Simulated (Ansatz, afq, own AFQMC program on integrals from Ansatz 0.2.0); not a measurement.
Integrals from Ansatz 0.2.0, then the random walk in our own AFQMC program (afq).

```yaml
crystal:
  periodic: [false, false, false]
  atoms:
    - {symbol: N, position_ang: [0.000000, 0.000000, 0.090670]}
    - {symbol: C, position_ang: [0.000000, 0.000000, -1.178330]}
    - {symbol: H, position_ang: [0.000000, 0.000000, 1.087659]}
basis:
  gaussian: {orbitals: cc-pVDZ}
magnetization: {spin_polarized: false}
correlation: {method: ccsd_t, electrons: outside_noble_gas, hamiltonian_folder: ham}
```

```sh
$ ansatz run in.yaml --threads 1 --pin off --events-out ev --progress --plain --max-ram 1382MiB
```

afq runs on the folder ham with

```
--method phaseless --trial cisd --walkers 100 --populations 1 --least-time 40 --time-step 0.005 --steps-per-block 50 --equilibration-blocks 28 --max-blocks 300 --target-error 0.00038 --factor-cut 1e-05 --seed 2342 --release-times 0.24,0.51,0.99,1.62,2.4 --release-step 0.03 --release-every 4 --taylor-order 6
```

Times are imaginary, in 1/Eh. The walk had a cap of 512 s.

Log:

```
orbitals 31  electrons 5 5  factors 227 of 315
reference energy -92.84172869 Eh
CCSD correlation -0.29856956 Eh in 10 cycles, weight of the determinant in the CISD state 0.8775
energy of the start -93.140298 Eh
 block  time / (1/Eh)  mean weight  energy / Eh
     1     0.250  0.9990  -93.137382
     2     0.500  0.9980  -93.139676
     3     0.750  1.0001  -93.150798
     4     1.000  0.9999  -93.150946
     5     1.250  0.9985  -93.149018
     9     2.250  0.9985  -93.151417
    33     8.250  0.9993  -93.171988
    65    16.250  1.0007  -93.156435
    97    24.250  0.9994  -93.143602
   129    32.250  0.9999  -93.158756
   153    38.250  0.9995  -93.173185
   161    40.250  0.9982  -93.165554
   193    48.250  1.0000  -93.154729
   225    56.250  0.9992  -93.160580
   257    64.250  1.0019  -93.171179
   289    72.250  1.0007  -93.148351
   321    80.250  0.9997  -93.147238
blocks merged  error / Eh  count
     1  0.000435  300
     2  0.000509  150
     4  0.000587  75
     8  0.000687  37
    16  0.000744  18
    32  0.000841  9
released: time / (1/Eh)  energy / Eh  error  mean overlap
  0.24  -93.156353  0.001293  0.9985
  0.51  -93.156763  0.000892  0.9946
  0.99  -93.156972  0.000570  0.9924
  1.62  -93.157866  0.000847  0.9787
  2.40  -93.157170  0.001134  0.9569
energy -93.156247 +/- 0.000744 Eh
(rows thinned)
```

The run passed its tests (sampling time, drift between the halves within three errors, error under three times the target), which doesn't prove that it has relaxed. The second half of the sampling lies above the first by 1.8 errors of their difference, so the energy may still be moving and its error bar be too small.

Against this walk (error 20.2 meV) on the same determinant: CCSD(T) 47.1 meV higher, CCSDT(Q) 2.4 meV lower (within the noise). The error is statistical and leaves out the bias of the constraint. Released to 2.40 1/Eh the energy moves by -25 ± 37 meV (both errors), within twice the noise.

Cautions: constraint bias not in the error; error above the target (20.2 against 10.3 meV); higher spins were not checked; raised T1 diagnostic (T1 0.022, weight of the determinant 0.88, largest double 0.10); the bias of populations of 100 walkers isn't removed.

The walk took 3.3 min on 1 thread of Intel(R) Xeon(R) Platinum 8488C (Sapphire Rapids) (shared host). The log's last line is the phaseless energy.

CCSDT and higher add their correlation energy to the determinant of the CCSD(T) run, since their own runs factorise the integrals more tightly (a shift of under 2 meV). A walk keeps the symmetry of its determinant, which the program's search chose and which needn't be the lowest solution, so a lower state of the same spin and another symmetry isn't excluded.
